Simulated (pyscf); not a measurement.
Optimised with ωB97X-D3(BJ)/def2-SVP in PySCF.

For [O–Sc(OH)–OH]• + hydrogen (H₂) → HO–Sc(OH)–OH + H atom (H•), a hydrogen abstraction (doublet surface; H–H broken, H–O formed), PBE/def2-TZVP gives ΔE‡ = -3.0 kcal/mol and ΔE = -18.0 kcal/mol (zero: the separated reactants). In which direction and how far do PBE0-D3(BJ)/def2-TZVP, M06-2X/def2-TZVP, ωB97M-D3(BJ)/def2-TZVP move these?

PBE0-D3(BJ): ΔE‡ = 0.4 kcal/mol, ΔE = -17.9 kcal/mol; M06-2X: ΔE‡ = 4.6 kcal/mol, ΔE = -18.3 kcal/mol; ωB97M-D3(BJ): ΔE‡ = 3.2 kcal/mol, ΔE = -16.8 kcal/mol. PBE's barrier lies under all of them, by 3.4 to 7.6 kcal/mol. Its reaction energy lies among theirs. Low barriers are usual for a GGA, whose delocalisation error favours stretched bonds. At PBE this geometry lies under the reactants; that is no barrier but a single point on another level's saddle; such a level's own saddle, if it has one, lies nearer that side and is low. One saddle was located; it need not be the lowest between these sides. The angle at the transferred H is 155°. Open-shell species with a d-block atom are single-reference here; other states, and whether the spin sits on metal or ligand, were not checked.
